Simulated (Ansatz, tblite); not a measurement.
Cost and result up the ladder for the cluster Li2F⁺ (the lowest singlet isomer of a short search) (3 atoms). The state is a singlet with charge 1. Geometry: PBE0-D4/def2-TZVP.

```csv
atom,x (Å),y (Å),z (Å)
Li1,0.864,-1.368,-0.365
Li2,-0.864,1.368,0.365
F3,0.000,0.000,0.000
```

Ansatz on 2 threads of Arm Neoverse V2 on a shared host; xTB runs through tblite on one thread. Times are rough, summed over both states, and most runs start from the orbitals of an earlier one. CCSD(T)/def2-TZVPP serves as the yardstick here, not as an exact answer. Differences are given only for rows in sets of like size (and for xTB, whose basis is part of the method), since another set adds its own error. The other state is a quintet at its own geometry, which has other bonds, so the gap mixes isomer and spin.

The xTB rows come from tblite. LC-ωPBE has ω = 0.4 bohr⁻¹. Correlated methods freeze 1 core orbital; core or outer-core shells of Li are correlated, in sets that lack core-valence functions. In the quintet geometry the species has come apart into loosely held pieces. At PBE0-D4/def2-TZVP a singlet of charge 1 lies 19.41 eV below the quintet, each at its own geometry. The structure comes from a short search, and lower isomers may exist.

Run but left out: GFN1-xTB (tight binding far off the other levels).

Correlated methods converge slowly with the basis.

xTB has no spin-polarisation term.

```json
{"level": "GFN2-xTB", "functions": "12", "wall time": "0.002 s", "quintet − singlet (eV)": "25.56", "difference from CCSD(T)/def2-TZVPP (eV)": "6.25"}
{"level": "HF/STO-3G", "functions": "15", "wall time": "0.15 s", "quintet − singlet (eV)": "14.32", "difference from CCSD(T)/def2-TZVPP (eV)": "–"}
{"level": "MP2/def2-TZVP", "functions": "59", "wall time": "0.35 s", "quintet − singlet (eV)": "19.77", "difference from CCSD(T)/def2-TZVPP (eV)": "0.46"}
{"level": "LDA (SPW92)/def2-TZVP", "functions": "59", "wall time": "0.6 s", "quintet − singlet (eV)": "20.99", "difference from CCSD(T)/def2-TZVPP (eV)": "1.68"}
{"level": "PBE-D4/def2-TZVP", "functions": "59", "wall time": "1.3 s", "quintet − singlet (eV)": "19.81", "difference from CCSD(T)/def2-TZVPP (eV)": "0.50"}
{"level": "CAM-B3LYP-D4/def2-TZVP", "functions": "59", "wall time": "1.5 s", "quintet − singlet (eV)": "20.03", "difference from CCSD(T)/def2-TZVPP (eV)": "0.72"}
{"level": "LC-ωPBE/def2-TZVP", "functions": "59", "wall time": "1.5 s", "quintet − singlet (eV)": "19.94", "difference from CCSD(T)/def2-TZVPP (eV)": "0.62"}
{"level": "B2PLYP/def2-TZVP", "functions": "59", "wall time": "1.6 s", "quintet − singlet (eV)": "19.79", "difference from CCSD(T)/def2-TZVPP (eV)": "0.48"}
{"level": "CCSD(T)/def2-TZVPP", "functions": "69", "wall time": "1.7 s", "quintet − singlet (eV)": "19.31", "difference from CCSD(T)/def2-TZVPP (eV)": "0.00"}
{"level": "RPA@PBE/def2-TZVP", "functions": "59", "wall time": "2.4 s", "quintet − singlet (eV)": "19.03", "difference from CCSD(T)/def2-TZVPP (eV)": "-0.29"}
{"level": "r2SCAN-D4/def2-TZVP (with forces)", "functions": "59", "wall time": "2.9 s", "quintet − singlet (eV)": "19.77", "difference from CCSD(T)/def2-TZVPP (eV)": "0.46"}
{"level": "ωB97X-V/def2-TZVP", "functions": "59", "wall time": "5.7 s", "quintet − singlet (eV)": "19.83", "difference from CCSD(T)/def2-TZVPP (eV)": "0.52"}
```
